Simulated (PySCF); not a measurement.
Which proton of acrylonitrile is most acidic?

Molecule: `C=CC#N` (C3H3N). Optimised structure (Å), atoms numbered from 1:
```
C    -1.0264    0.2529   -0.0137
C     0.1002   -0.4696   -0.0478
C     1.4021    0.1120    0.0450
N     2.4652    0.5693    0.1193
H    -1.0074    1.3407    0.0883
H    -2.0001   -0.2361   -0.0883
H     0.0716   -1.5592   -0.1503
```

Level of theory: ωB97X-D3(BJ)/ma-def2-TZVP single points in PySCF, grid level 2; every species was optimised with PBE0-D3(BJ)/ma-def2-SVP. The prefix ma- adds one diffuse s and one diffuse p function on all atoms but H. Zero-point and thermal terms (298.15 K, 1 bar) come from unscaled PBE0-D3(BJ)/ma-def2-SVP harmonic frequencies, with soft modes damped to free rotors in the entropy.

```csv
site,product,ΔH(acid) / kJ/mol,ΔG(acid) / kJ/mol,gas share,above best in ethanol / kJ/mol,above best in DMF / kJ/mol
C2 (alkene carbon),C=[C-]C#N,1572,1540,> 99.9 %,0.0,0.0
C1 (alkene carbon),[CH-]=CC#N,1611,1579,< 0.1 %,39.4,39.3
```

ΔH and ΔG refer to AH → A⁻ + H⁺ in the gas phase. Shares are Boltzmann weights among the listed products; an error of 10 kJ/mol changes a ratio about 56-fold. Sites whose products fell apart, merged with another or lost in a GFN2-xTB screen aren't listed. Values in solvent are IEF-PCM free energies relative to the most favourable product.

Among these, C2 (alkene carbon) wins by 39 kJ/mol in gas-phase free energy over C1.

In ethanol the product from C2 is solvated 217 kJ/mol more strongly than the parent (electrostatics only).

In DMF the product from C2 is solvated 220 kJ/mol more strongly than the parent (electrostatics only).

Measured values (NIST Chemistry WebBook, evaluated or the median of agreeing entries): deprotonation enthalpy (ΔH) 1553 kJ/mol (computed 1572, difference 19); gas-phase acidity (ΔG) 1528 kJ/mol (computed 1540, difference 12). These are compared with the most favourable site that keeps the skeleton.

Note: one E/Z form of each vinyl-type anion was tried, and another may lie lower.

Structures, frequencies and single points took 4.2 min of wall time on 1 thread of Arm Neoverse N1 (shared host), launched as `OMP_NUM_THREADS=1 python redox_run.py task.json out`.
